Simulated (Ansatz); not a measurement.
CCl$_{4}$, singlet in STO-3G: errors against full CI

Geometry: MP2(full)/6-31G*, from the G2/97 set.

```yaml
atoms:
  - { symbol: C, position_ang: [0.0000, 0.0000, 0.0000] }
  - { symbol: Cl, position_ang: [1.0213, 1.0213, 1.0213] }
  - { symbol: Cl, position_ang: [-1.0213, -1.0213, 1.0213] }
  - { symbol: Cl, position_ang: [-1.0213, 1.0213, -1.0213] }
  - { symbol: Cl, position_ang: [1.0213, -1.0213, -1.0213] }
```

Basis STO-3G; Ansatz 0.2.0. Correlated methods freeze the noble-gas cores, which leaves 32 electrons in 20 orbitals. Prefix R: restricted or restricted open-shell reference. Active spaces: frontier = (8e, 8o) about the gap.

Full CI is exact within this basis and frozen core; it isn't the basis-set limit.

```
UHF ⟨S²⟩                          : 0.000
T1 diagnostic (RCCSD)             : 0.0060
largest doubles amplitude (RCCSD) : 0.056
```

```csv
level,E − E(full CI) (kJ/mol),share of correlation (%),wall time
RHF,315.6,0.00,–
RMP2,53.9,82.93,–
CISD,23.7,92.48,0.67 s
RCCSD,7.9,97.51,–
RCCSD(T),1.9,99.41,0.54 s
BCCD(T),1.8,99.44,0.64 s
RCCSDT,0.5,99.84,–
CISDTQ,1.0,99.67,1.8 s
RCCSDT(Q),0.0,99.99,2.5 s
RCCSDTQ,0.0,99.99,78 s
CASSCF (frontier space),48.3,84.70,–
NEVPT2 (frontier space),15.0,95.25,4.5 s
MRCISD (frontier space),1.1,99.66,–
MRCISD+Q (frontier space),0.2,99.92,6 s
MRCISD+Q(relaxed) (frontier space),-0.1,100.02,6 s
```

The correlation energy at full CI, counted from RHF, is -3.271 eV. That run took 24 s on 1 thread of AMD EPYC 7R13, shared host over 5,871,393 determinants.

Times hold each run's SCF and search for its determinant on a shared host, so for small cases they say little of a method's own cost; they ran on 1 thread of AMD EPYC 7R13.

The full-CI state has the irrep A1 of C2v, in the program's axes (one component, if the state is degenerate).

Natural occupations of full CI about the gap: 1.997 1.971 1.960 1.960 1.960 0.046 0.041 0.041 0.041; effectively unpaired electrons, Σ n²(2−n)², 0.05.

Atomization energy (electronic, same basis, no zero-point term; atoms at the same level, unrestricted beside the R rows where the molecule is a closed shell, with restricted open-shell steps beyond CCSDT(Q)) at full CI: 1062.7 kJ/mol. Errors of other levels:

```tsv
level	error (kJ/mol)
RHF	-262.5
RMP2	-26.6
CISD	-23.7
RCCSD	-7.9
RCCSD(T)	-1.9
BCCD(T)	-1.8
RCCSDT	-0.5
CISDTQ	-1.0
RCCSDT(Q)	0.0
RCCSDTQ	0.0
```

This basis is far from its limit, so the value isn't to be set against a measured one. Truncated CI isn't size-consistent, which counts against it in atomization.
